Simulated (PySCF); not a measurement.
# Which functional comes closest?

Molecule: `InChI=1S/H5P3/c1-3-2/h3H,1-2H2`.

Structure with atom numbers: `[PH2:1][PH:2][PH2:3]`; H(Xn) means a hydrogen on atom n.

Geometry PBE0-D3(BJ)/def2-SVP throughout; GIAO in PySCF 2.14, gas phase, one conformer, non-relativistic; equivalent atoms averaged; basis pcSseg-2.

Reference values (measured; solution; W. H. Hersh, T.-Y. Chan, Beilstein J. Org. Chem. 19 (2023) 36, supporting information): δ(P1/P3) = -162.6 ppm vs 85 % H3PO4, δ(P2) = -179.1 ppm vs 85 % H3PO4. Computed shifts are taken against H3PO4, calculated as an isolated molecule at each level.

How do the functionals HF, LDA, PBE, BLYP, BP86, OPBE, KT2, KT3, B97-D, B3LYP, PBE0, mPW1PW91 perform against the reference? Times are CPU seconds on 1 thread of an Arm Neoverse V2, shared host; the GGAs took longer than the global hybrids here, which isn't the general rule, and the cause wasn't traced.

Results:


```
functional           kind   P1/P3      P2  mean abs. error P  core-s
        HF   Hartree–Fock  -187.5  -169.9               17.0     5.6
       LDA            LDA  -219.8  -158.5               38.9      10
       PBE            GGA  -204.1  -150.3               35.1      13
      BLYP            GGA  -186.6  -127.4               37.8      12
      BP86            GGA  -200.5  -145.9               35.5      13
      OPBE            GGA  -206.5  -161.1               31.0      13
       KT2            GGA  -198.8  -147.4               34.0      13
       KT3            GGA  -187.1  -138.4               32.6      13
     B97-D            GGA  -184.1  -129.9               35.3      13
     B3LYP  global hybrid  -191.9  -142.8               32.8     9.7
      PBE0  global hybrid  -208.7  -167.1               29.0      10
  mPW1PW91  global hybrid  -205.9  -163.8               29.3     9.6
```

For 31P the closest is HF (17.0 ppm) and the furthest LDA (38.9 ppm). One molecule is a small sample, and vibrational and solvent effects are absent from the calculation.
